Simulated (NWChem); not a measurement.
Everything below was run with NWChem. System: nitrogen dioxide (NO$_{2}$), charge 0, spin multiplicity 2, at a geometry optimised with UB3LYP/def2-SVP. Its SCF solution wasn't tested for a lower state. Level: UHF/def2-SVP.

NWChem printed:

```
             Northwest Computational Chemistry Package (NWChem) 7.3.0
             --------------------------------------------------------

                                NWChem Input Module
                                -------------------

 Scaling coordinates for geometry "geometry" by  1.889725989
 (inverse scale =  0.529177249)

 Turning off AUTOSYM since
 SYMMETRY directive was detected!

                             Geometry "geometry" -> ""
                             -------------------------

 Output coordinates in angstroms (scale by  1.889725989 to convert to a.u.)

  No.       Tag          Charge          X              Y              Z
 ---- ---------------- ---------- -------------- -------------- --------------
    1 O                    8.0000    -1.09943700     0.00000000     0.13993500
    2 N                    7.0000     0.00000000     0.00000000    -0.31985200
    3 O                    8.0000     1.09943700     0.00000000     0.13993500

 Effective nuclear repulsion energy (a.u.)      65.1357033684

            Nuclear Dipole moment (a.u.)
            ----------------------------
        X                 Y               Z
 ---------------- ---------------- ----------------
     0.0000000000     0.0000000000    -0.0000075589

      Symmetry information
      --------------------

 Group name             C2v
 Group number             16
 Group order               4
 No. of unique centers     2

      Symmetry unique atoms

     1    2


 Summary of "ao basis" -> "" (spherical)
 ------------------------------------------------------------------------------
       Tag                 Description            Shells   Functions and Types
 ---------------- ------------------------------  ------  ---------------------
 *                          def2-svp                  on all atoms

 Summary of "ao basis" -> "ao basis" (spherical)
 ------------------------------------------------------------------------------
       Tag                 Description            Shells   Functions and Types
 ---------------- ------------------------------  ------  ---------------------
 O                          def2-svp                 6       14   3s2p1d
 N                          def2-svp                 6       14   3s2p1d

                                 NWChem SCF Module
                                 -----------------

  ao basis        = "ao basis"
  functions       =    42
  atoms           =     3
[...]
   Bfn.  Coefficient  Atom+Function         Bfn.  Coefficient  Atom+Function
  ----- ------------  ---------------      ----- ------------  ---------------
    17      0.733133  2 N  s                 20      0.409726  2 N  pz
     9      0.382645  1 O  pz                37      0.382645  3 O  pz
    23     -0.340741  2 N  pz                 6      0.333146  1 O  pz
    34      0.333146  3 O  pz                 3     -0.151761  1 O  s
    31     -0.151761  3 O  s

 Vector   13  Occ=0.000000D+00  E= 1.058489D-01  Symmetry=b2
              MO Center= -1.8D-16, -4.5D-15, -1.3D-01, r^2= 1.4D+00
   Bfn.  Coefficient  Atom+Function         Bfn.  Coefficient  Atom+Function
  ----- ------------  ---------------      ----- ------------  ---------------
    22      0.623302  2 N  py                19     -0.534273  2 N  py
     8     -0.412930  1 O  py                36     -0.412930  3 O  py
     5     -0.335452  1 O  py                33     -0.335452  3 O  py

 Vector   14  Occ=0.000000D+00  E= 4.557759D-01  Symmetry=a1
              MO Center= -5.3D-15,  8.4D-16,  9.9D-02, r^2= 1.7D+00
   Bfn.  Coefficient  Atom+Function         Bfn.  Coefficient  Atom+Function
  ----- ------------  ---------------      ----- ------------  ---------------
    17      2.930535  2 N  s                  3     -1.311655  1 O  s
    31     -1.311655  3 O  s                 23      1.195456  2 N  pz
     7     -0.951638  1 O  px                35      0.951638  3 O  px
    20     -0.345291  2 N  pz                 4     -0.284366  1 O  px
    32      0.284366  3 O  px                 2     -0.237590  1 O  s

 center of mass
 --------------
 x =   0.00000000 y =   0.00000000 z =  -0.00009920

 moments of inertia (a.u.)
 ------------------
           7.352844878743           0.000000000000           0.000000000000
           0.000000000000         145.439008769057           0.000000000000
           0.000000000000           0.000000000000         138.086163890314

  Mulliken analysis of the total density
  --------------------------------------

    Atom       Charge   Shell Charges
 -----------   ------   -------------------------------------------------------
    1 O    8     8.26   1.99  1.11  0.77  2.74  1.61  0.03
    2 N    7     6.48   1.99  1.09  0.31  2.18  0.79  0.12
    3 O    8     8.26   1.99  1.11  0.77  2.74  1.61  0.03

  Mulliken analysis of the alpha density
  --------------------------------------

    Atom       Charge   Shell Charges
 -----------   ------   -------------------------------------------------------
    1 O    8     4.25   1.00  0.57  0.38  1.48  0.82  0.01
    2 N    7     3.50   1.00  0.58  0.21  1.26  0.40  0.06
    3 O    8     4.25   1.00  0.57  0.38  1.48  0.82  0.01

   Mulliken analysis of the beta density
   -------------------------------------

    Atom       Charge   Shell Charges
 -----------   ------   -------------------------------------------------------
    1 O    8     4.01   1.00  0.55  0.39  1.26  0.79  0.01
    2 N    7     2.98   1.00  0.51  0.10  0.92  0.39  0.06
    3 O    8     4.01   1.00  0.55  0.39  1.26  0.79  0.01

   Mulliken analysis of the spin density
   -------------------------------------

    Atom       Charge   Shell Charges
 -----------   ------   -------------------------------------------------------
    1 O    8     0.24  -0.00  0.02 -0.02  0.21  0.02 -0.00
    2 N    7     0.53   0.00  0.07  0.11  0.34  0.00  0.01
    3 O    8     0.24  -0.00  0.02 -0.02  0.21  0.02 -0.00

       Multipole analysis of the density wrt the origin
       ------------------------------------------------

     L   x y z        total         alpha         beta         nuclear
     -   - - -        -----         -----         ----         -------
     0   0 0 0     -0.000000    -12.000000    -11.000000     23.000000

     1   1 0 0     -0.000000      0.000000     -0.000000      0.000000
     1   0 1 0      0.000000      0.000000     -0.000000      0.000000
     1   0 0 1     -0.293829      0.099692     -0.393513     -0.000008

     2   2 0 0    -14.110587    -42.826497    -40.349144     69.065053
     2   1 1 0     -0.000000     -0.000000      0.000000      0.000000
     2   1 0 1     -0.000000     -0.000000     -0.000000      0.000000
     2   0 2 0    -10.942630     -5.617835     -5.324796      0.000000
     2   0 1 1     -0.000000     -0.000000      0.000000      0.000000
     2   0 0 2    -11.394246     -8.342044     -6.728419      3.676218

 Task  times  cpu:        0.1s     wall:        0.1s

 Total times  cpu:        0.1s     wall:        0.1s
```

### Question
Write an NWChem input that would produce this output.

### Answer
One answer among several that fit: 
```
start mol
memory heap 200 mb stack 900 mb global 1100 mb
geometry units angstroms nocenter noautoz
  O     -1.099437     0.000000     0.139935
  N      0.000000     0.000000    -0.319852
  O      1.099437     0.000000     0.139935
  symmetry group C2v
end
basis spherical
  * library def2-svp
end
scf
  uhf
  nopen 1
  maxiter 100
  thresh 1e-7
  semidirect memsize 60000000 filesize 0
  # guess.movecs holds the orbitals of an unrestricted PBE0 run
  vectors input guess.movecs output mol.movecs
end
task scf energy
```
